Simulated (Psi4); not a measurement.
# DLPNO-MP2/def2-SV(P) (density fitting, density fitting for correlation, pno convergence tight) run of SiHClO (SMILES O[Si]Cl)

Aim: the energy of SiHClO. 

Program for the calculation: Psi4 1.11.

## (1) Starting point

SiHClO has 4 atoms, charge 0, and is taken as a singlet. SMILES: `O[Si]Cl`. Geometry: relaxed at PBE0-D4/def2-TZVP.

Bond lengths: O1–Si2 1.637 Å, Si2–Cl3 2.110 Å, O1–H4 0.963 Å. Angles: O1–Si2–Cl3 101.3°, Si2–O1–H4 120.4°.

## (2) A single-point energy at DLPNO-MP2/def2-SV(P) (density fitting, density fitting for correlation, pno convergence tight)

input.dat reads:

```
memory 1.6 GB

molecule m {
  0 1
  O     -1.72305228     0.85075470    -0.58335845
  Si    -0.82051908    -1.49231672     1.22265280
  Cl     3.14129174    -1.32469801     0.79633059
  H     -0.49284057     1.85268749    -1.47398638
  units bohr
  symmetry c1
}

set {
  basis def2-SV(P)
  reference rhf
  freeze_core true
  pno_convergence tight
  scf_type df
}

e_tot, wfn = energy("dlpno-mp2", return_wfn=True)
```

Launch:

```
$ psi4 -n 1 input.dat output.dat
```

**Question.** What will come out? Wanted: total energy; HOMO energy; LUMO energy; HOMO–LUMO gap; correlation energy.

Answer, from the run:

At DLPNO-MP2/def2-SV(P) (density fitting, density fitting for correlation, pno convergence tight), 11 core orbitals frozen:

| quantity | value |
| --- | --- |
| total energy | -824.02322 Eh |
| HOMO energy (Hartree–Fock orbitals) | -10.01 eV |
| LUMO energy (Hartree–Fock orbitals) | 1.36 eV |
| HOMO–LUMO gap (Hartree–Fock orbitals) | 11.37 eV |
| correlation energy (11 core orbitals frozen) | -390.7 mEh |
